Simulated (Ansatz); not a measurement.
hcp Lu was calculated with r²SCAN-D4 in Ansatz (plane waves, PAW).

Settings: plane-wave cutoff 560 eV, 18×18×10 k mesh (along the axes of the cell as run), Fermi–Dirac smearing 0.05 eV, scalar-relativistic PAW data made under PBE.

A third-order Birch–Murnaghan fit to the energies gives V0 = 28.817 Å³/atom, B0 = 47.0 GPa, B′ = 3.4.

```tsv
V (Å³/atom)	P (GPa)
27.666	2.054
28.242	[?]
28.819	-0.004
29.395	-0.902
29.971	[?]
```

**Question.** Estimate the withheld pressures from this fit; the answers are the runs' own values.

**Answer.** 
- 28.242, P (GPa): 0.980
- 29.971, P (GPa): -1.725

The formula P = (3/2) B0 (x^(7/3) − x^(5/3)) [1 + (3/4)(B′ − 4)(x^(2/3) − 1)] with x = V0/V meets the computed pressures within 0.01 GPa when these rounded values are put in.

Shape and atoms are relaxed at each volume.

Measured, for comparison: bulk modulus 47.6 GPa (room temperature, no zero-point or thermal correction; as tabulated in Wikipedia's data pages); equilibrium volume per atom 29.52 Å³/atom (room temperature, no zero-point or thermal correction; as tabulated in Söderlind et al. (2014), doi:10.1088/0953-8984/26/41/416001). Computed (rounded) less measured: bulk modulus -1 %, equilibrium volume per atom -2.4 %.

Note: the bulk modulus comes from volumes at which shape and atoms were relaxed.

Spin–orbit coupling is not included.

The computed numbers hold no vibrational or temperature effects.

Ansatz is an electronic-structure program.
